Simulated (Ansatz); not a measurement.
# HAl–CH⁺, triplet: the ladder up to full CI

Geometry: that of the HAl–CH, doublet, kept fixed.

```yaml
atoms:
  - { symbol: Al, position_ang: [0.0000, -0.1078, 0.5675] }
  - { symbol: C, position_ang: [0.0000, 0.1965, -1.2432] }
  - { symbol: H, position_ang: [0.0000, 0.8566, 1.8248] }
  - { symbol: H, position_ang: [0.0000, -0.3133, -2.2039] }
```

Basis 6-31G; Ansatz 0.2.0. Only valence electrons are correlated (noble-gas cores frozen), which leaves 8 electrons in 20 orbitals. Prefix R: restricted or restricted open-shell reference; prefix U: unrestricted. Active spaces: valence = (8e, 10o) chosen from the atoms' valence shells.

Full CI is exact within this basis and frozen core; it isn't the basis-set limit. The frozen core follows each run's orbitals, which can shift R against U totals by a few meV.

For open shells CISD is restricted-active-space CI with the open shells as a complete middle space.

```
UHF ⟨S²⟩                          : 2.016
T1 diagnostic (RCCSD)             : 0.0273
largest doubles amplitude (RCCSD) : 0.043
T1 diagnostic (UCCSD)             : 0.0221
```

| level | E − E(RHF) (eV) |
| --- | --- |
| UHF | -0.1189 |
| RMP2 | -2.1785 |
| UMP2 | -2.2024 |
| RCCSD | -2.8350 |
| UCCSD | -2.8370 |
| RCCSD(T) | -2.8899 |
| UCCSD(T) | -2.8904 |

(1) Estimate how far full CI in 6-31G lies from RCCSD(T). The table doesn't fix it; the size of (T) and the diagnostics are the guide.

(1) Full CI in 6-31G lies 25 meV below RCCSD(T), which is 45 % of the (T) step (-55 meV). The diagnostics give no warning, yet the rest is a sizeable part of (T).

The other levels:

| level | E − E(full CI) (meV) | share of correlation (%) | wall time |
| --- | --- | --- | --- |
| CISD | 198 | 93.21 | 0.39 s |
| BCCD(T) | 26 | 99.11 | 0.67 s |
| RCCSDT | 5 | 99.84 | – |
| UCCSDT | 4 | 99.86 | – |
| RCCSDT(Q) | 1 | 99.98 | 2.5 s |
| UCCSDT(Q) | 0 | 100.01 | 2.2 s |
| RCCSDTQ | 0 | 100.00 | 15 s (H100) |
| UCCSDTQ | -1 | 100.02 | 18 s (H100) |
| CASSCF (valence space) | 587 | 79.85 | – |
| NEVPT2 (valence space) | 174 | 94.04 | 3.1 s |
| MRCISD (valence space) | 25 | 99.13 | – |
| MRCISD+Q (valence space) | 18 | 99.38 | 9.5 s (H100) |

The correlation energy at full CI, counted from RHF, is -2.915 eV. That run took 9 s on 2 threads of AMD EPYC 7R13 with a shared H100 80 GB, shared host over 11,708,928 determinants.

Times hold each run's SCF and search for its determinant on a shared host, so for small cases they say little of a method's own cost; rows without a card ran on 1 thread of AMD EPYC 7R13.

The full-CI state has the irrep A'' of Cs, in the program's axes.

Natural occupations of full CI about the gap: 1.969 1.961 1.944 0.987 0.987 0.055 0.025 0.020 0.018 0.017; effectively unpaired electrons, Σ n²(2−n)², 2.04.
